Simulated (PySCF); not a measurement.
This PySCF input asks for the NMR shieldings of `InChI=1S/C4H12N2/c1-4(6)2-3-5/h4H,2-3,5-6H2,1H3/t4-/m0/s1`; the geometry comes from GFN2-xTB.

```python
import basis_set_exchange as bse
import numpy as np
from pyscf import gto, dft
from pyscf.prop import nmr

atoms = """
C    -1.691911    0.750189    0.258591
C    -0.935544   -0.257313   -0.615500
N    -1.618170   -1.540531   -0.723790
C     0.477400   -0.523894   -0.088917
C     1.431627    0.654712   -0.259194
N     2.747243    0.293156    0.246820
H    -1.194577    1.715654    0.256939
H    -1.748435    0.389250    1.284374
H    -2.705514    0.888101   -0.116098
H    -0.863922    0.142986   -1.635152
H    -1.698059   -1.963553    0.195843
H    -2.558456   -1.411546   -1.082702
H     0.434692   -0.789745    0.968552
H     0.875294   -1.384033   -0.631644
H     1.086638    1.508292    0.330199
H     1.441716    0.958797   -1.320685
H     3.393130    1.068003    0.140245
H     3.118088   -0.492207   -0.278578
"""
names = dict.fromkeys(["C", "N", "H"], "pcSseg-1")
basis = {el: gto.basis.parse(bse.get_basis(n, elements=[el], fmt="nwchem")) for el, n in names.items()}
mol = gto.M(atom=atoms, basis=basis, charge=0, verbose=0)
mf = dft.RKS(mol, xc="PBE0")
mf.grids.level = 2
mf.grids.alignment = dft.numint.BLKSIZE   # the property module wants whole blocks of grid points
mf.conv_tol = 1e-9
mf.kernel()

calc = nmr.RKS(mf)   # GIAO
C = mf.mo_coeff
Co = C[:, mf.mo_occ > 0]
resp = mf.gen_response(singlet=True, hermi=2)
def vind(x):   # induced exchange potential for any number of trial vectors
    d = np.einsum("pi,xij,qj->xpq", C, 2 * x.reshape(-1, C.shape[1], Co.shape[1]), Co, optimize=True)
    return np.einsum("xpq,pi,qj->xij", resp(d - d.transpose(0, 2, 1)), C, Co, optimize=True).ravel()
mo1, _ = nmr.rhf.solve_mo1(calc, with_cphf=vind)
sigma = calc.kernel(mo1)
for i, s in enumerate(sigma):   # ppm
    w = np.linalg.eigvalsh((s + s.T) / 2)
    print("%2d %-2s iso %8.1f  s11 %8.1f  s22 %8.1f  s33 %8.1f" % (i, mol.atom_pure_symbol(i), w.mean(), *w))
```

Question: What does it print?

Answer: 
```
 0 C  iso    157.3  s11    142.5  s22    143.9  s33    185.5
 1 C  iso    136.8  s11    122.9  s22    132.8  s33    154.6
 2 N  iso    204.1  s11    170.7  s22    198.0  s33    243.7
 3 C  iso    140.6  s11    117.2  s22    135.2  s33    169.6
 4 C  iso    139.5  s11    118.6  s22    137.2  s33    162.8
 5 N  iso    228.6  s11    187.4  s22    240.1  s33    258.3
 6 H  iso     30.4  s11     25.1  s22     29.7  s33     36.3
 7 H  iso     31.1  s11     28.1  s22     29.4  s33     35.7
 8 H  iso     30.6  s11     27.0  s22     28.1  s33     36.7
 9 H  iso     29.2  s11     26.0  s22     28.3  s33     33.2
10 H  iso     31.3  s11     25.7  s22     29.6  s33     38.6
11 H  iso     30.9  s11     24.3  s22     27.7  s33     40.7
12 H  iso     30.4  s11     27.5  s22     30.8  s33     32.9
13 H  iso     30.0  s11     25.5  s22     30.8  s33     33.6
14 H  iso     29.0  s11     23.9  s22     30.3  s33     32.7
15 H  iso     28.6  s11     22.8  s22     29.9  s33     33.2
16 H  iso     30.8  s11     23.2  s22     27.8  s33     41.5
17 H  iso     31.5  s11     24.5  s22     30.2  s33     39.7
```

These numbers come from an equivalent density-fitted implementation of the same equations, which agrees with the script to about 0.01 ppm for H and up to a few tenths of a ppm for heavy atoms, so last digits may differ.

Question: Turn these shieldings into chemical shifts. Referencing at the same level of theory: 13C (186.93 ppm), 1H (31.72 ppm) against TMS; 15N (267.73 ppm) vs NH3.

Answer: Averaging equivalent atoms: C 1: 50.2; C 4: 47.4; C 3: 46.3; C 0: 29.6; N 2: 63.6; N 5: 39.1; H 15: 3.08; H 14: 2.75; H 9: 2.54; H 13: 1.77; H 12: 1.32; H 6/7/8: 1.02; H 10/11: 0.63; H 16/17: 0.56 ppm. Experimental scales use liquid or dissolved standards, which lie at an offset from isolated NH3 (liquid NH3: subtract about 20 ppm).

Size and cost of the density-fitted run: 162 basis functions, 19 s wall time on 1 thread of an Arm Neoverse V2, shared host; peak memory 0.74 GiB.
